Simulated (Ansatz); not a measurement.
# CHBSi+ (doublet): from Hartree-Fock to the top rungs, cc-pVDZ

One table from this session's results is given with a row withheld; the runs are named, their logs left out.

Method: cc-pVDZ, core rule «outside noble gas», up to 7 orbitals frozen; program: Ansatz 0.2.0, Gaussian basis.

To be run: UHF; CCSD(T) on ROHF; CCSD(T) on UHF; BCCD(T) on ROHF; CISD; CCSDT(Q) on ROHF; CCSDT(Q) on UHF; CASSCF and MRCISD+Q, 9 electrons in 9 orbitals; CASSCF and NEVPT2, 9 electrons in 9 orbitals.

14 further runs of the same task are left out: 5 that didn't finish, 9 set aside as unsound or not needed.

### The geometry

The geometry is a PBE0/def2-TZVP stationary point (not a proven minimum) of the parent state, kept for this charge and spin.

4 atoms, charge 1, spin multiplicity 2.

Atoms are counted from 1 here; the program's logs count them from 0.

Bond lengths: C1–B2 1.338 Å, C1–H4 1.073 Å, B2–Si3 1.848 Å. Angles: B2–C1–H4 180.0°, C1–B2–Si3 180.0°.

Set-up of the first run:

in.yaml reads:

```yaml
crystal:
  periodic: [false, false, false]
  atoms:
    - {symbol: C, position_ang: [0.000000, 0.000000, 0.862700]}
    - {symbol: B, position_ang: [0.000000, 0.000000, -0.475200]}
    - {symbol: Si, position_ang: [0.000000, 0.000000, -2.322700]}
    - {symbol: H, position_ang: [0.000000, 0.000000, 1.935200]}
basis:
  gaussian: {orbitals: cc-pVDZ}
total_charge: 1
magnetization: {spin_polarized: true, initial_magnetization: 1}
hamiltonian: {xc: hf}
output: {orbitals: {seedname: orbitals}}
```

Command:

```console
> ansatz run in.yaml --threads 1 --pin off --events-out ev --progress --plain --max-ram 2393MiB
```

Steps of the session up to this table: UHF; CCSD(T) on ROHF; CCSD(T) on UHF; BCCD(T) on ROHF; CISD; CCSDT(Q) on ROHF; CCSDT(Q) on UHF; CASSCF and MRCISD+Q, 9 electrons in 9 orbitals; CASSCF and NEVPT2, 9 electrons in 9 orbitals.

One of the session's tables, all rows but one given; the rest of the session is left out.

```
   method  from RCCSDT(Q) (meV)
     ROHF               +7849.4
     RMP2               +1511.5
     UMP2               +2030.9
     CISD                     ?
    RCCSD                +431.8
    UCCSD                +469.4
 RCCSD(T)                 +87.8
 UCCSD(T)                +123.7
  BCCD(T)                 +88.5
   RCCSDT                 +35.6
   UCCSDT                 +39.0
RCCSDT(Q)                     0
UCCSDT(Q)                  -6.9
```

Q: Estimate the row for CISD from the others.

**Answer.** from RCCSDT(Q) (meV): +1188.8. In the column «from RCCSDT(Q) (meV)» it lies between UCCSD (+469.4) and RMP2 (+1511.5).

Among the levels timed on like hardware and quicker than the yardstick, those that no quicker one beats, quickest first: CISD (3.8 s, +1188.8 meV); RCCSD(T) (8 s, +87.8 meV).

Left out of the table: CASSCF frontier, NEVPT2 frontier, MRCISD frontier, MRCISD+Q frontier (the active space lost an orbital or holds another state than full CI finds).

Caveats from the session: The determinant is far from a pure spin state, so its energy mixes those of several spin states (harmless only where they are near-degenerate, as at dissociation). Left out of the table: UHF (another determinant or state than the rows shown). Restricted and unrestricted rows rest on different reference determinants; where their highest levels disagree by more than a few hundredths of an eV, they describe different states and don't form one ladder. Warnings in the runs' records: passed over end.
